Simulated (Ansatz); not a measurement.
# H₂OSSi (SMILES O[SiH]=S): molecular dynamics

Aim: follow the atoms for 30 steps of 0.5 fs with a Langevin thermostat, with velocities drawn for 200 K.

Computed with Ansatz 0.2.0, Gaussian basis. Level: PBE-D4/def2-SVP.

1 further run of the same task is left out (it didn't finish).

## (1) Where the work starts

5 atoms, charge 0, spin multiplicity 1.

Atoms are counted from 1 here; the program's logs count them from 0.

Bond lengths: O1–Si2 1.608 Å, O1–H4 0.954 Å, Si2–S3 1.976 Å, Si2–H5 1.449 Å. Angles: Si2–O1–H4 127.7°, O1–Si2–S3 122.3°, O1–Si2–H5 108.2°, S3–Si2–H5 129.5°.

Geometry (Å):

```
O    -0.4561   -0.0607   -1.0579
Si    0.2430    0.1292    0.3780
S     1.4961    1.6098    0.7552
H    -1.0690   -0.7425   -1.3231
H    -0.2140   -0.9359    1.2478
```

## (2) Dynamics

md/in.yaml

```yaml
crystal:
  periodic: [false, false, false]
  atoms:
    - {symbol: O, position_ang: [-0.456060, -0.060650, -1.057950]}
    - {symbol: Si, position_ang: [0.242960, 0.129200, 0.378010]}
    - {symbol: S, position_ang: [1.496110, 1.609810, 0.755250]}
    - {symbol: H, position_ang: [-1.069040, -0.742450, -1.323130]}
    - {symbol: H, position_ang: [-0.213970, -0.935910, 1.247820]}
basis:
  gaussian: {orbitals: def2-SVP}
hamiltonian: {xc: pbe, dispersion: d4}
md: {n_steps: 30, timestep: 0.5, temperature: 200, ensemble: nvt_langevin, seed: 857, friction: 0.05, initial_velocities: maxwell_boltzmann}
```

Started as:

```console
ansatz run in.yaml --threads 2 --pin off --events-out ev --progress --plain --max-ram 3481MiB
```

Before running it: what results should come out? Wanted: temperature at the start; mean temperature, second half; lowest and highest potential energy, from the first frame; largest change of potential + kinetic.

The runs gave:

| quantity | value |
| --- | --- |
| length | 30 steps, 15.0 fs |
| temperature at the start | 160 K |
| mean temperature, second half | 240 K |
| lowest and highest potential energy, from the first frame | -50 and 17 meV |
| largest change of potential + kinetic | 92.0 meV |

In words: The thermostat trades energy with the molecule, so the sum of potential and kinetic energy isn't conserved: it changes by +92 meV over the run. The mean temperature of the second half is still well above the 200 K set. With 5 atoms the instant temperature spans 160 to 292 K. No bond breaks or forms, judged by distance. Under Langevin the temperature counts 3N degrees of freedom, more than the drawn velocities fill, so it starts at 160 K, not 200 K.
